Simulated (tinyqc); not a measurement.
Inside a calculation (part 2 of 2). Method: RKS/LDA (PW92) in the sto-6g basis, for HF, spin multiplicity 1. Computed by tinyqc, a small Python program that keeps every step (integrals from PySCF). Command: `OMP_NUM_THREADS=1 python tinyqc.py 26254 26255 out.jsonl` (the two numbers bound the seeds that draw the settings). One thread of a shared host (Intel(R) Xeon(R) Processor @ 2.60GHz), about 0.3 s of CPU time with the checks.

Geometry (angstrom):

| atom | x | y | z |
|---|---|---|---|
| F | 0.000000 | 0.000000 | 0.000000 |
| H | 0.000000 | 0.000000 | 0.858000 |

## Convergence

Stop when the energy changes by less than 1e-08 hartree and every element of the error matrix X^T (F D S - S D F) X is below 3e-05.

Course of the cycle:

| iteration | E (hartree) | change | largest element of the error matrix |
|---|---|---|---|
| 1 | -100.20531191 | - | 1.50e+00 |
| 2 | -99.13716589 | 1.07e+00 | 1.95e-01 |
| 3 | -99.14636459 | -9.20e-03 | 1.48e-01 |
| 4 | -99.15092647 | -4.56e-03 | 1.02e-01 |
| 5 | -99.15306859 | -2.14e-03 | 7.35e-02 |
| 6 | -99.15416899 | -1.10e-03 | 5.13e-02 |
| 7 | -99.15470651 | -5.38e-04 | 3.67e-02 |
| 8 | -99.15497991 | -2.73e-04 | 2.58e-02 |
| 9 | -99.15511537 | -1.35e-04 | 1.84e-02 |
| 10 | -99.15518383 | -6.85e-05 | 1.29e-02 |
| 11 | -99.15521796 | -3.41e-05 | 9.19e-03 |
| 12 | -99.15523515 | -1.72e-05 | 6.50e-03 |
| 13 | -99.15524374 | -8.60e-06 | 4.61e-03 |
| 14 | -99.15524806 | -4.32e-06 | 3.26e-03 |
| 15 | -99.15525023 | -2.16e-06 | 2.31e-03 |
| 16 | -99.15525132 | -1.09e-06 | 1.64e-03 |
| 17 | -99.15525186 | -5.45e-07 | 1.16e-03 |
| 18 | -99.15525213 | -2.73e-07 | 8.21e-04 |
| 19 | -99.15525227 | -1.37e-07 | 5.81e-04 |
| 20 | -99.15525234 | -6.87e-08 | 4.12e-04 |
| 21 | -99.15525237 | -3.45e-08 | 2.92e-04 |
| 22 | -99.15525239 | -1.73e-08 | 2.06e-04 |
| 23 | -99.15525240 | -8.67e-09 | 1.46e-04 |
| 24 | -99.15525240 | -4.35e-09 | 1.04e-04 |
| 25 | -99.15525240 | -2.18e-09 | 7.34e-05 |
| 26 | -99.15525241 | -1.09e-09 | 5.19e-05 |
| 27 | -99.15525241 | -5.49e-10 | 3.68e-05 |
| 28 | -99.15525241 | -2.75e-10 | 2.61e-05 |

PySCF RKS in the same basis, fine grid = -99.15611572 hartree

Converged in 28 iterations. The coarse grid moves the energy by +8.63e-04 hartree.

## Populations, bond orders and dipole

D after iteration 28:
```
            1F 1s      1F 2s    1F 2px    1F 2py     1F 2pz      2H 1s
1F 1s    2.111056  -0.480541  0.000000  0.000000   0.073039  -0.005434
1F 2s   -0.480541   2.141163  0.000000  0.000000  -0.460291  -0.173184
1F 2px   0.000000   0.000000  2.000000  0.000000   0.000000   0.000000
1F 2py   0.000000   0.000000  0.000000  2.000000   0.000000   0.000000
1F 2pz   0.073039  -0.460291  0.000000  0.000000   1.028580   0.750530
2H 1s   -0.005434  -0.173184  0.000000  0.000000   0.750530   0.561542
```

overlap S:
```
           1F 1s     1F 2s    1F 2px    1F 2py    1F 2pz     2H 1s
1F 1s   1.000000  0.232479  0.000000  0.000000  0.000000  0.057978
1F 2s   0.232479  1.000000  0.000000  0.000000  0.000000  0.492058
1F 2px  0.000000  0.000000  1.000000  0.000000  0.000000  0.000000
1F 2py  0.000000  0.000000  0.000000  1.000000  0.000000  0.000000
1F 2pz  0.000000  0.000000  0.000000  0.000000  1.000000  0.367843
2H 1s   0.057978  0.492058  0.000000  0.000000  0.367843  1.000000
```

Mulliken: Z minus the diagonal of D S on the atom; Loewdin: the same with S^(1/2) D S^(1/2); Mayer order: 2 sum_s sum (D(s) S)_ij (D(s) S)_ji over the two atoms.

Charges (e):

| atom | Mulliken | Loewdin |
|---|---|---|
| 1F | -0.247912 | -0.172525 |
| 2H | 0.247912 | 0.172525 |

Mayer bond orders:

| pair | order |
|---|---|
| 2-1 | 0.938539 |

dipole moment about the origin, x y z (debye): 0.000000  0.000000  1.336479
